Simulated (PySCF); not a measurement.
Gas-phase reaction: BCl2 + 2 H2O → HBO2 + Cl2 + 3 H

Energies from PySCF (xtb for GFN2), thermal terms from the rigid-rotor harmonic-oscillator model, ideal gas at 1 bar. Table values come from the NASA 1993 polynomials. After a fit of one offset per element over all species, the range-separated, M06-2X, PBE0/def2-QZVP and CCSD(T)/def2-TZVPP enthalpies, where run, lie to one side of the table for BCl2 (+48 kJ/mol): a fault of the table's entry, another state or a shared error of the levels is possible; this was not checked at source. † marks an energy on the PBE0/def2-TZVP geometry and frequencies; other levels use their own. CCSD(T) freezes the core. 6-31G* has spherical d functions here. Open shells (unrestricted): BCl2 (multiplicity 2), H (multiplicity 2); the rest are closed-shell singlets. GFN2 has no spin-polarisation term. For this reaction the table lies outside the span of B3LYP, CCSD(T), M06-2X, MP2, PBE0, r2SCAN, ωB97M-V, ωB97X-V in their largest bases here; which side is off was not settled. CCSD(T) isn't extrapolated to the basis-set limit; its ΔH°(298 K) is 575.0 kJ in def2-SVP and 620.6 kJ in def2-TZVPP. The harmonic model lacks anharmonicity and excited electronic states, which grow with temperature; levels with a mode under 35 cm⁻¹ are left out. The table's entry may be an old estimate for BCl2, HBO2 (not checked at source).

```json
[
 {"level": "table", "ΔH°(298 K), kJ": "656.5", "minus table": "-", "ΔG°(1800 K), kJ": "328.9"},
 {"level": "CCSD(T)/def2-SVP†", "ΔH°(298 K), kJ": "575.0", "minus table": "-81.5", "ΔG°(1800 K), kJ": "228.1"},
 {"level": "CCSD(T)/def2-TZVPP†", "ΔH°(298 K), kJ": "620.6", "minus table": "-35.9", "ΔG°(1800 K), kJ": "273.7"},
 {"level": "GFN2-xTB", "ΔH°(298 K), kJ": "543.7", "minus table": "-112.8", "ΔG°(1800 K), kJ": "193.5"},
 {"level": "HF/6-31G*", "ΔH°(298 K), kJ": "466.9", "minus table": "-189.6", "ΔG°(1800 K), kJ": "119.6"},
 {"level": "M06-2X/def2-TZVP†", "ΔH°(298 K), kJ": "589.2", "minus table": "-67.3", "ΔG°(1800 K), kJ": "242.3"},
 {"level": "PBE/def2-SVP", "ΔH°(298 K), kJ": "548.4", "minus table": "-108.1", "ΔG°(1800 K), kJ": "198.3"},
 {"level": "ωB97X-V/def2-TZVP†", "ΔH°(298 K), kJ": "595.0", "minus table": "-61.5", "ΔG°(1800 K), kJ": "248.1"}
]
```
